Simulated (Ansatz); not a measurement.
Born–Oppenheimer molecular dynamics of BF₂H (4 atoms, charge 0, multiplicity 1). It starts from a relaxed structure.

Computed with Ansatz 0.2.0, RKS r2SCANh-D4/def2-SVP.

```json
{
  "ensemble": "NVT, Langevin thermostat",
  "time step": "1 fs",
  "steps asked": "250",
  "set temperature": "200 K",
  "friction": "0.05 /fs",
  "seed": "68166"
}
```

First frame:

```xyz
4
Properties=species:S:1:pos:R:3
B -0.005 0.000 -0.003
F 0.018 0.000 1.310
F 1.143 0.000 -0.639
H -1.043 0.000 -0.602
```

(1) How far do the bonds stretch over the last three quarters of this one trajectory? (Pairs bonded in most of those frames.)

## Answers

(1) 
| bond | mean (Å) | spread (Å) | shortest | longest |
| --- | --- | --- | --- | --- |
| B1–F2 | 1.318 | 0.024 | 1.27 | 1.39 |
| B1–F3 | 1.317 | 0.015 | 1.29 | 1.36 |
| B1–H4 | 1.202 | 0.022 | 1.16 | 1.26 |

Mean temperature of the second half: 241 K. The mean temperature of the second half is 21 % above the set value. A run of 0.25 ps of so small a system gives no equilibrium averages.

Time of the run: 4.8 min on 1 thread of Arm Neoverse V1 (shared host), peak memory 0.094 GiB.
